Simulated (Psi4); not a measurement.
**C6H12 (3-methyl-1-pentene): BLYP/6-31G(d) (spherical functions)**

Wanted: energy and gradient of C6H12 (3-methyl-1-pentene). 

The calculation is run with Psi4 1.11.

## Step 1: Starting point

The species is C6H12 (18 atoms), meant as a singlet with charge 0. As SMILES, `C=CC(C)CC`. The C6–H18 distance was set to 1.420 Å, away from the relaxed value.

Bond lengths: C1–C2 1.325 Å, C2–C3 1.495 Å, C3–C4 1.526 Å, C3–C5 1.531 Å, C5–C6 1.518 Å, C1–H7 1.086 Å, C1–H8 1.084 Å, C2–H9 1.091 Å, C3–H10 1.098 Å, C4–H11 1.092 Å, C4–H12 1.094 Å, C4–H13 1.093 Å, C5–H14 1.096 Å, C5–H15 1.097 Å, C6–H16 1.094 Å, C6–H17 1.092 Å. Some angles: C1–C2–C3 125.7°, C2–C3–C4 110.3°, C2–C3–C5 111.2°, C4–C3–C5 110.6°, C3–C5–C6 113.9°, C1–C2–H9 119.0°, C3–C2–H9 115.3°, C2–C1–H7 121.3°, C2–C1–H8 121.7°, C2–C3–H10 108.0°. A long bond or contact: C6–H18 1.420 Å.

## Step 2: Energy and forces at BLYP/6-31G(d) (spherical functions)

The input, calc.in:

```
memory 2200 MB

molecule m {
  0 1
  C     -2.36544011     2.82948315    -1.36521185
  C     -1.46812256     1.24759341     0.35619637
  C     -0.61784029    -1.40401360    -0.12553262
  C     -2.22350278    -3.25825067     1.38985766
  C      2.18649438    -1.73248579     0.50695872
  C      3.93849727    -0.16898309    -1.13989981
  H     -2.53944609     2.27666267    -3.33381514
  H     -2.96127076     4.72752407    -0.87686883
  H     -1.32140422     1.87706118     2.31368807
  H     -0.87353913    -1.80267022    -2.14491285
  H     -4.22194485    -3.08702258     0.90580431
  H     -2.03171448    -2.90436165     3.41834637
  H     -1.63256652    -5.20523549     1.03283170
  H      2.66306442    -3.73912927     0.32624421
  H      2.47654845    -1.25236308     2.50283076
  H      3.72117876    -0.66970382    -3.13361756
  H      5.91511300    -0.47222744    -0.62821866
  H      3.41396032     2.45254326    -0.90933621
  units bohr
  symmetry c1
}

set {
  basis 6-31G*
  puream true
  e_convergence 1e-09
  d_convergence 1e-08
  scf_type pk
  dft_radial_points 99
  dft_spherical_points 590
}

E, wfn = gradient('blyp', return_wfn=True)
```

Run with:

```console
psi4 -n 1 calc.in calc.out
```

What values should one expect? Wanted: total energy; dipole moment; HOMO energy; LUMO energy; HOMO–LUMO gap; largest force on an atom.

Computed results:

Level: BLYP/6-31G* (spherical functions).

| quantity | value |
| --- | --- |
| total energy | -235.64539 Eh |
| dipole moment | 0.61 D |
| HOMO energy | -5.65 eV |
| LUMO energy | 0.09 eV |
| HOMO–LUMO gap | 5.74 eV |
| largest force on an atom | 4.231 eV/Å |
